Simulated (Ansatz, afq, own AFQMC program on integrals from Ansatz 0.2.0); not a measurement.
Si, triplet in cc-pVDZ, levels against full CI

A free Si atom.

Basis cc-pVDZ. Only valence electrons are correlated. Integrals, coupled cluster, full CI and functionals: Ansatz 0.2.0; the random walks run on the same integrals in our own AFQMC program. ph-AFQMC/CISD is guided by a CISD state made of CCSD amplitudes; releasing the constraint for a short imaginary time cuts its bias at the price of noise, slowly where states lie close. Free AFQMC starts from the CCSD state and is never constrained. Its projection time is finite, and what remains of the start isn't in its error. Error bars are statistical, one sigma.

Determinant: UHF, the one that the program's search chose, which needn't be the lowest solution.

Full CI on the same integrals is exact in this basis and with this determinant's frozen core.

- T1 diagnostic: 0.0096
- weight of the determinant in the CISD state: 0.938
- ⟨S²⟩ of the determinant: 2.011
- size of the correlated space: 4 electrons in 13 orbitals

Reference: full CI, correlation energy -1.781 eV. The released energy is read at 1.50 1/Eh (meV from the phaseless value at times in 1/Eh: -0.7 ± 0.6 at 0.24, -1.4 ± 0.4 at 0.50, -2.5 ± 0.6 at 1.00, -2.4 ± 1.0 at 1.50).

```csv
level,E − E(reference) (kJ/mol),share of correlation (%)
HF,171.9,0.00
MP2,53.9,68.65
CCSD,3.8,97.79
CCSD(T),1.2,99.32
CCSDT,0.1,99.93
CCSDT(Q),0.0,99.98
ph-AFQMC/HF,7.8 ± 0.9,95.45
ph-AFQMC/CISD,0.4 ± 0.08,99.79
released AFQMC,0.1 ± 0.1,99.93
free AFQMC,0.0 ± 0.02,99.99
```

CCSDT and higher add their correlation energy to the determinant of the CCSD(T) run, since their own runs factorise the integrals more tightly (a shift of under 2 meV). Free projections are given only where their last times agree within the noise and don't stop above the reference; a slow remainder of the start can still hide under it. A walk keeps the symmetry of its determinant, which the program's search chose and which needn't be the lowest solution, so a lower state of the same spin and another symmetry isn't excluded. Released energies are given only where the last usable release times agree within the noise; a slower fall can still hide under it.
